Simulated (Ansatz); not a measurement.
A calculation with Ansatz (development build ahead of 0.2.0).

```yaml
crystal:
  periodic: [false, false, false]
  atoms:
    - { symbol: C, position_ang: [0.06859, -1.00858, -0.4814] }
    - { symbol: Cl, position_ang: [-0.06433, 0.59724, 0.28501] }
    - { symbol: H, position_ang: [0.0651, -0.87971, -1.55884] }
    - { symbol: H, position_ang: [0.99673, -1.47003, -0.16035] }
    - { symbol: H, position_ang: [-0.77863, -1.61164, -0.17157] }
basis:
  gaussian: { orbitals: def2-TZVP }
total_charge: 1
magnetization:
  spin_polarized: true
  initial_magnetization: 1
hamiltonian:
  xc: hf
output:
  forces: true
```

The input is written out in the form of the current development build from the run's settings.

Output:

```json
{"Converged": "yes", "Total energy": "-498.76294 hartree", "Spin squared of the determinant": "0.762", "Stability test": "minimum"}
```

Forces (eV/Å):
| atom | Fx | Fy | Fz |
| --- | --- | --- | --- |
| C1 | 0.760 | -1.282 | -0.965 |
| Cl2 | -0.152 | 0.188 | 0.163 |
| H3 | -0.213 | 0.348 | 0.257 |
| H4 | -0.201 | 0.336 | 0.266 |
| H5 | -0.194 | 0.411 | 0.279 |

Caution: the determinant breaks the point group.
